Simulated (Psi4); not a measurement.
# Which level was it?

The species is CF+ (2 atoms), meant as a singlet with charge +1. SMILES: `[C+]F`. Geometry: relaxed at PBE0-D4/def2-TZVP.

```
atom    x (Å)    y (Å)    z (Å)
   C   0.4923  -0.1608   0.2532
   F  -0.4923   0.1608  -0.2532
```

A calculation with Psi4 1.11 gave:

* total energy: -137.4241 Eh
* HOMO energy: -20.60 eV
* LUMO energy: -13.59 eV
* HOMO–LUMO gap: 7.00 eV

**Question.** Which of these levels gave the numbers?
A. PBE/aug-cc-pVTZ
B. SVWN5/aug-cc-pVTZ
C. B2PLYP/aug-cc-pVTZ (density fitting for correlation)
D. r2SCAN/aug-cc-pVTZ

**Answer.** D. The others give -136.4972 Eh (SVWN5/aug-cc-pVTZ), -137.3487 Eh (PBE/aug-cc-pVTZ), -137.4153 Eh (B2PLYP/aug-cc-pVTZ (density fitting for correlation)).
